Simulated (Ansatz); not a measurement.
Process, species as SMILES: Cl[O] (O-Cl) → Cl atom + O atom
B3LYP-D3(BJ)/def2-TZVP geometries, fixed; electronic energies without zero-point terms.

Energies in hartree at MP2 with Ansatz (a first-principles code); the atomisation energy is their sum with the coefficients shown, times 627.509 kcal/mol a hartree. All functions are spherical. Cores are frozen. Open shells are unrestricted. No added dispersion term, no relativity.

| species | coefficient | part | cc-pV(D+d)Z | cc-pV(T+d)Z | cc-pV(Q+d)Z |
|---|---|---|---|---|---|
| [O]Cl (O-Cl) | -1 | Hartree-Fock | -534.26039 | -534.30577 | -534.31608 |
| [O]Cl (O-Cl) | -1 | correlation | -0.28583 | -0.38451 | -0.42111 |
| Cl atom | +1 | Hartree-Fock | -459.47140 | -459.48556 | -459.48916 |
| Cl atom | +1 | correlation | -0.11260 | -0.15854 | -0.17550 |
| O atom | +1 | Hartree-Fock | -74.79217 | -74.81176 | -74.81729 |
| O atom | +1 | correlation | -0.10196 | -0.14315 | -0.15759 |

### Question
Predict the atomisation energy in cc-pV(5+d)Z (X = 5): let each Hartree-Fock step shrink by the ratio of the last two, and fit each correlation energy at X = 3 and 4 to E + A/X^3. Compare with the run.

### Answer

- [O]Cl (O-Cl): steps -0.04538 and -0.01031, ratio 0.227, so Hartree-Fock -534.31842 (run: -534.31853); A = (-0.38451 - (-0.42111))/(1/27 - 1/64) = 1.7093, correlation -0.42111 - A/64 + A/125 = -0.43414 (run: -0.43664).
- Cl atom: steps -0.01416 and -0.00360, ratio 0.254, so Hartree-Fock -459.49007 (run: -459.48973); A = (-0.15854 - (-0.17550))/(1/27 - 1/64) = 0.7921, correlation -0.17550 - A/64 + A/125 = -0.18154 (run: -0.18264).
- O atom: steps -0.01959 and -0.00553, ratio 0.282, so Hartree-Fock -74.81885 (run: -74.81878); A = (-0.14315 - (-0.15759))/(1/27 - 1/64) = 0.6744, correlation -0.15759 - A/64 + A/125 = -0.16273 (run: -0.16368).
Predicted 62.36 kcal/mol; the run in cc-pV(5+d)Z gives 62.96, a miss of -0.61. Keeping the value in cc-pV(Q+d)Z, 61.28, would miss by -1.69. All sums are of the energies as printed.
